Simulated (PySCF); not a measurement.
# A gas-phase reaction: H4OSi + H2Si → H6OSi2

What reaction energy should one expect for `O[SiH3]` + `[SiH2]` → `O[SiH2][SiH3]`?

Programs: PySCF 2.14.0. All values are calculated, for the isolated system unless a continuum is named. Atoms count from 0, parts from 1.

## (1) Starting point

Each species was relaxed by itself at PBE0-D3(BJ)/def2-SVPD.

## (2) Energies of the species: wB97M-D3(BJ)/def2-TZVPD

What the job is given:

```
{"job": {"kind": "react", "xc": "wB97M-D3(BJ)", "basis": "def2-TZVPD"}, "charge": 0, "multiplicity": 1}
-1 H4OSi charge 0 multiplicity 1
O      1.189890    -0.435810    -0.141950
Si    -0.435390    -0.033280    -0.029630
H      1.836550     0.206060     0.158260
H     -0.746720     1.186380    -0.835060
H     -0.831890     0.219240     1.388830
H     -1.172870    -1.206230    -0.568190

-1 H2Si charge 0 multiplicity 1
Si    -0.011240     0.708770     0.006840
H      1.087980    -0.360040    -0.009310
H     -1.104220    -0.366460    -0.005970

+1 H6OSi2 charge 0 multiplicity 1
O      1.087000    -0.252780    -1.597570
Si     0.815620     0.353200    -0.049530
Si    -1.319850    -0.374120     0.578300
H      1.891520     0.011470    -2.049120
H      1.857780    -0.142770     0.905900
H      0.891120     1.849980    -0.046350
H     -1.612210     0.114500     1.961170
H     -1.391760    -1.865910     0.567990
H     -2.349710     0.173480    -0.354760
```

With the program's defaults for keys left out, this is: wB97M-D3(BJ)/def2-TZVPD reaction energy of separated species, gas phase.

Run with:

```console
> OMP_NUM_THREADS=1 python cluster_run.py task.json out
```

This one command runs all jobs of the session in turn.

Log:

```text
species 1 (H4OSi)
coarse grid: 21480 points
cycle   1  E = -367.1688048280  dE = -1.046e-01  |g| = 6.541e-01  |ddm| = 1.653e+00
cycle   2  E = -367.1468365656  dE =  2.197e-02  |g| = 7.799e-01  |ddm| = 6.950e-01
cycle   3  E = -367.2484937187  dE = -1.017e-01  |g| = 3.328e-02  |ddm| = 3.548e-01
cycle   4  E = -367.2487593532  dE = -2.656e-04  |g| = 9.090e-03  |ddm| = 3.782e-02
cycle   5  E = -367.2487807738  dE = -2.142e-05  |g| = 1.523e-03  |ddm| = 1.273e-02
cycle   6  E = -367.2487816085  dE = -8.348e-07  |g| = 3.489e-04  |ddm| = 2.908e-03
final grid: 44624 points
cycle   7  E = -367.2487596537  dE = -6.822e-08  |g| = 1.241e-04  |ddm| = 1.616e-03
cycle   8  E = -367.2487596601  dE = -6.359e-09  |g| = 5.384e-05  |ddm| = 2.648e-04
cycle   9  E = -367.2487596609  dE = -7.709e-10  |g| = 1.894e-05  |ddm| = 5.826e-05
converged SCF energy = -367.2487596609

species 2 (H2Si)
coarse grid: 11360 points
cycle   1  E = -290.6497026531  dE = -2.790e-01  |g| = 1.446e-01  |ddm| = 9.912e-01
cycle   2  E = -290.6557915591  dE = -6.089e-03  |g| = 6.003e-02  |ddm| = 2.086e-01
cycle   3  E = -290.6563141177  dE = -5.226e-04  |g| = 8.630e-03  |ddm| = 6.651e-02
cycle   4  E = -290.6563486996  dE = -3.458e-05  |g| = 2.008e-03  |ddm| = 1.938e-02
cycle   5  E = -290.6563526512  dE = -3.952e-06  |g| = 4.087e-04  |ddm| = 6.732e-03
final grid: 22672 points
cycle   6  E = -290.6563608107  dE = -2.264e-07  |g| = 1.937e-04  |ddm| = 1.540e-03
cycle   7  E = -290.6563608468  dE = -3.614e-08  |g| = 8.043e-05  |ddm| = 6.074e-04
cycle   8  E = -290.6563608527  dE = -5.911e-09  |g| = 3.430e-05  |ddm| = 2.377e-04
cycle   9  E = -290.6563608542  dE = -1.526e-09  |g| = 2.060e-06  |ddm| = 1.946e-04
cycle  10  E = -290.6563608542  dE = -6.537e-12  |g| = 5.845e-07  |ddm| = 8.806e-06
converged SCF energy = -290.6563608542

species 3 (H6OSi2)
coarse grid: 32840 points
cycle   1  E = -657.8998132062  dE = -1.355e-01  |g| = 6.682e-01  |ddm| = 2.110e+00
cycle   2  E = -657.8787422354  dE =  2.107e-02  |g| = 7.979e-01  |ddm| = 7.378e-01
cycle   3  E = -657.9860795288  dE = -1.073e-01  |g| = 4.004e-02  |ddm| = 3.675e-01
cycle   4  E = -657.9865275396  dE = -4.480e-04  |g| = 1.188e-02  |ddm| = 5.478e-02
cycle   5  E = -657.9865711527  dE = -4.361e-05  |g| = 2.203e-03  |ddm| = 1.739e-02
cycle   6  E = -657.9865734964  dE = -2.344e-06  |g| = 5.397e-04  |ddm| = 3.887e-03
final grid: 67296 points
cycle   7  E = -657.9865266666  dE = -2.356e-07  |g| = 2.004e-04  |ddm| = 3.340e-03
cycle   8  E = -657.9865266938  dE = -2.714e-08  |g| = 8.362e-05  |ddm| = 5.794e-04
cycle   9  E = -657.9865266976  dE = -3.866e-09  |g| = 3.238e-05  |ddm| = 1.357e-04
cycle  10  E = -657.9865266987  dE = -1.012e-09  |g| = 9.992e-06  |ddm| = 1.045e-04
cycle  11  E = -657.9865266987  dE = -2.706e-11  |g| = 4.143e-06  |ddm| = 1.084e-05
converged SCF energy = -657.9865266987

Reaction energy = -52.617 kcal/mol
```

It took 15 s on 1 thread of Arm Neoverse V1, shared host; peak memory 0.61 GiB.

Species by species (with the dispersion term, which the log's SCF energies lack):

| ν | species | energy (Eh) | HOMO (eV) |
| --- | --- | --- | --- |
| -1 | O[SiH3] | -367.25265 | -11.19 |
| -1 | [SiH2] | -290.65772 | -9.06 |
| +1 | O[SiH2][SiH3] | -657.99421 | -10.35 |

## (3) Energies of the species: PBE0-D3(BJ)/def2-TZVPD

The job, as its differences from that of step 2:

```diff
@@ -1,2 +1,2 @@
-{"job": {"kind": "react", "xc": "wB97M-D3(BJ)", "basis": "def2-TZVPD"}, "charge": 0, "multiplicity": 1}
+{"job": {"kind": "react", "xc": "PBE0", "basis": "def2-TZVPD", "disp": "d3bj"}, "charge": 0, "multiplicity": 1}
 -1 H4OSi charge 0 multiplicity 1
```

With the program's defaults for keys left out, this is: PBE0-D3(BJ)/def2-TZVPD reaction energy of separated species, gas phase.

Log:

```text
species 1 (H4OSi)
coarse grid: 5192 points
cycle   1  E = -366.9024444560  dE = -4.110e-02  |g| = 7.018e-01  |ddm| = 1.659e+00
cycle   2  E = -366.7142465370  dE =  1.882e-01  |g| = 1.212e+00  |ddm| = 9.233e-01
cycle   3  E = -366.9887280204  dE = -2.745e-01  |g| = 5.292e-02  |ddm| = 6.172e-01
cycle   4  E = -366.9893277768  dE = -5.998e-04  |g| = 1.057e-02  |ddm| = 4.172e-02
cycle   5  E = -366.9893457044  dE = -1.793e-05  |g| = 1.261e-03  |ddm| = 7.477e-03
cycle   6  E = -366.9893461358  dE = -4.314e-07  |g| = 2.328e-04  |ddm| = 1.535e-03
final grid: 44624 points
cycle   7  E = -366.9884043787  dE = -1.196e-05  |g| = 3.307e-03  |ddm| = 1.424e-02
cycle   8  E = -366.9884018673  dE =  2.511e-06  |g| = 4.963e-03  |ddm| = 3.865e-03
cycle   9  E = -366.9884060276  dE = -4.160e-06  |g| = 3.071e-04  |ddm| = 2.394e-03
cycle  10  E = -366.9884060427  dE = -1.503e-08  |g| = 4.330e-05  |ddm| = 1.956e-04
cycle  11  E = -366.9884060430  dE = -2.669e-10  |g| = 6.545e-06  |ddm| = 3.472e-05
converged SCF energy = -366.9884060430

species 2 (H2Si)
coarse grid: 2864 points
cycle   1  E = -290.4819119537  dE = -1.972e-01  |g| = 1.356e-01  |ddm| = 1.034e+00
cycle   2  E = -290.4851149960  dE = -3.203e-03  |g| = 7.525e-02  |ddm| = 2.311e-01
cycle   3  E = -290.4864141319  dE = -1.299e-03  |g| = 7.869e-03  |ddm| = 7.662e-02
cycle   4  E = -290.4864292002  dE = -1.507e-05  |g| = 5.302e-04  |ddm| = 8.314e-03
cycle   5  E = -290.4864292949  dE = -9.470e-08  |g| = 8.611e-05  |ddm| = 9.616e-04
final grid: 22672 points
cycle   6  E = -290.4862869480  dE = -2.071e-06  |g| = 5.901e-04  |ddm| = 3.967e-03
cycle   7  E = -290.4862869872  dE = -3.913e-08  |g| = 3.628e-04  |ddm| = 9.246e-04
cycle   8  E = -290.4862870052  dE = -1.805e-08  |g| = 1.139e-05  |ddm| = 3.009e-04
cycle   9  E = -290.4862870053  dE = -6.634e-11  |g| = 6.428e-06  |ddm| = 2.920e-05
converged SCF energy = -290.4862870053

species 3 (H6OSi2)
coarse grid: 8056 points
cycle   1  E = -657.4805771262  dE = -8.229e-02  |g| = 7.086e-01  |ddm| = 2.102e+00
cycle   2  E = -657.2824273361  dE =  1.981e-01  |g| = 1.234e+00  |ddm| = 9.476e-01
cycle   3  E = -657.5687446987  dE = -2.863e-01  |g| = 5.996e-02  |ddm| = 6.336e-01
cycle   4  E = -657.5695223386  dE = -7.776e-04  |g| = 1.168e-02  |ddm| = 4.926e-02
cycle   5  E = -657.5695475451  dE = -2.521e-05  |g| = 1.755e-03  |ddm| = 1.167e-02
cycle   6  E = -657.5695483869  dE = -8.418e-07  |g| = 6.800e-04  |ddm| = 2.629e-03
final grid: 67296 points
cycle   7  E = -657.5681825828  dE = -1.387e-05  |g| = 3.832e-03  |ddm| = 2.359e-02
cycle   8  E = -657.5681789834  dE =  3.599e-06  |g| = 5.855e-03  |ddm| = 4.831e-03
cycle   9  E = -657.5681849150  dE = -5.932e-06  |g| = 3.877e-04  |ddm| = 2.841e-03
cycle  10  E = -657.5681849378  dE = -2.287e-08  |g| = 7.570e-05  |ddm| = 3.396e-04
cycle  11  E = -657.5681849392  dE = -1.421e-09  |g| = 1.583e-05  |ddm| = 9.562e-05
cycle  12  E = -657.5681849393  dE = -8.026e-11  |g| = 2.034e-06  |ddm| = 1.739e-05
converged SCF energy = -657.5681849393

Reaction energy = -60.199 kcal/mol
```

Wall time 7 s (1 thread of Arm Neoverse V1, shared host); peak memory 0.57 GiB.

Reaction energy at this level: -60.20 kcal/mol.

## (4) Energies of the species: MP2/def2-TZVPD

The job, as its differences from that of step 3:

```diff
@@ -1,2 +1,2 @@
-{"job": {"kind": "react", "xc": "PBE0", "basis": "def2-TZVPD", "disp": "d3bj"}, "charge": 0, "multiplicity": 1}
+{"job": {"kind": "react", "xc": "MP2", "basis": "def2-TZVPD"}, "charge": 0, "multiplicity": 1}
 -1 H4OSi charge 0 multiplicity 1
```

With the program's defaults for keys left out, this is: MP2/def2-TZVPD reaction energy of separated species, gas phase.

Log:

```text
species 1 (H4OSi)
final grid: 44624 points
cycle   1  E = -366.1490715666  dE = -2.082e-01  |g| = 5.094e-01  |ddm| = 1.609e+00
cycle   2  E = -366.1899565720  dE = -4.089e-02  |g| = 3.206e-01  |ddm| = 4.181e-01
cycle   3  E = -366.2073487346  dE = -1.739e-02  |g| = 4.203e-02  |ddm| = 1.600e-01
cycle   4  E = -366.2079641596  dE = -6.154e-04  |g| = 7.724e-03  |ddm| = 4.691e-02
cycle   5  E = -366.2079913676  dE = -2.721e-05  |g| = 1.418e-03  |ddm| = 1.248e-02
cycle   6  E = -366.2079926052  dE = -1.238e-06  |g| = 3.822e-04  |ddm| = 2.859e-03
cycle   7  E = -366.2079927041  dE = -9.887e-08  |g| = 9.912e-05  |ddm| = 6.814e-04
cycle   8  E = -366.2079927109  dE = -6.836e-09  |g| = 2.233e-05  |ddm| = 2.089e-04
cycle   9  E = -366.2079927113  dE = -3.332e-10  |g| = 4.457e-06  |ddm| = 4.975e-05
converged SCF energy = -366.2079927113

species 2 (H2Si)
final grid: 22672 points
cycle   1  E = -290.0128543428  dE = -3.382e-01  |g| = 1.611e-01  |ddm| = 1.000e+00
cycle   2  E = -290.0248707171  dE = -1.202e-02  |g| = 4.497e-02  |ddm| = 1.910e-01
cycle   3  E = -290.0257277777  dE = -8.571e-04  |g| = 1.411e-02  |ddm| = 8.807e-02
cycle   4  E = -290.0258520552  dE = -1.243e-04  |g| = 2.755e-03  |ddm| = 3.190e-02
cycle   5  E = -290.0258605320  dE = -8.477e-06  |g| = 6.584e-04  |ddm| = 8.493e-03
cycle   6  E = -290.0258610959  dE = -5.638e-07  |g| = 1.002e-04  |ddm| = 2.863e-03
cycle   7  E = -290.0258611060  dE = -1.013e-08  |g| = 7.900e-06  |ddm| = 5.188e-04
cycle   8  E = -290.0258611060  dE = -4.667e-11  |g| = 1.257e-06  |ddm| = 4.233e-05
converged SCF energy = -290.0258611060

species 3 (H6OSi2)
final grid: 67296 points
cycle   1  E = -656.2343205786  dE = -2.575e-01  |g| = 5.383e-01  |ddm| = 2.049e+00
cycle   2  E = -656.2910285390  dE = -5.671e-02  |g| = 3.329e-01  |ddm| = 5.326e-01
cycle   3  E = -656.3107917241  dE = -1.976e-02  |g| = 5.549e-02  |ddm| = 1.796e-01
cycle   4  E = -656.3121452219  dE = -1.353e-03  |g| = 1.094e-02  |ddm| = 7.417e-02
cycle   5  E = -656.3122168234  dE = -7.160e-05  |g| = 2.360e-03  |ddm| = 1.987e-02
cycle   6  E = -656.3122212592  dE = -4.436e-06  |g| = 6.272e-04  |ddm| = 5.162e-03
cycle   7  E = -656.3122215904  dE = -3.312e-07  |g| = 1.348e-04  |ddm| = 1.428e-03
cycle   8  E = -656.3122216055  dE = -1.515e-08  |g| = 3.138e-05  |ddm| = 3.437e-04
cycle   9  E = -656.3122216063  dE = -7.321e-10  |g| = 9.006e-06  |ddm| = 7.693e-05
converged SCF energy = -656.3122216063

Reaction energy = -56.728 kcal/mol
```

Run time: 3.1 s. Hardware: 1 thread of Arm Neoverse V1, shared host; peak memory 0.43 GiB.

Reaction energy at this level: -56.73 kcal/mol.

## (5) Side by side

Energies in kcal/mol, with wall time:

| run | reaction | time |
| --- | --- | --- |
| wB97M-D3(BJ)/def2-TZVPD | -52.62 | 15 s |
| PBE0-D3(BJ)/def2-TZVPD | -60.20 | 7 s |
| MP2/def2-TZVPD | -56.73 | 3.1 s |

## (6) Outcome

```
                                                quantity                      value
               reaction energy (wB97M-D3(BJ)/def2-TZVPD)            -52.62 kcal/mol
                     ΔH, ΔG at 298 K (xTB thermal terms)      -50.4, -40.6 kcal/mol
range of the reaction energy over the runs of this table  -60.20 to -52.62 kcal/mol
```

**Reading.** The reaction is exothermic by 50.4 kcal/mol in the gas phase; dispersion gives -1.53, and xTB itself gave -42.02 for the electronic energy (xTB energies and thermal terms come from the earlier relaxation of each species, not shown). No barrier was sought. xTB and this level differ widely in the electronic energy, so what comes from xTB (the thermal terms above all) is less safe here. The reaction energy runs from -60.20 (PBE0-D3(BJ)/def2-TZVPD) to -52.62 kcal/mol (wB97M-D3(BJ)/def2-TZVPD).
